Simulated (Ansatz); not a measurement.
```yaml
crystal:
  periodic: [false, false, false]
  atoms:
    - {symbol: F, position_ang: [-0.199784, -1.641975, 1.023209]}
    - {symbol: C, position_ang: [-0.052386, -0.592945, 0.279412]}
    - {symbol: C, position_ang: [0.550082, 0.044624, -0.635081]}
    - {symbol: N, position_ang: [-0.804661, 0.577914, 0.061877]}
    - {symbol: H, position_ang: [1.089289, 0.266007, -1.532175]}
    - {symbol: H, position_ang: [-0.540539, 1.282273, 0.756658]}
basis:
  gaussian: {orbitals: 6-31G}
hamiltonian: {xc: {name: HF}}
correlation: {method: mp2, frozen_orbitals: {F: 9}}
output: {forces: true}
```

```sh
$ ansatz run in.yaml --threads 2 --pin off --events-out ev --progress --plain --max-ram 4352MiB
```

Problem. How does Ansatz answer? (An estimate is asked.)

Solution. Ansatz gave: The input was rejected before any iteration.
```
Functional definition: HF
Error: "frozen_orbitals" has no count for C
```
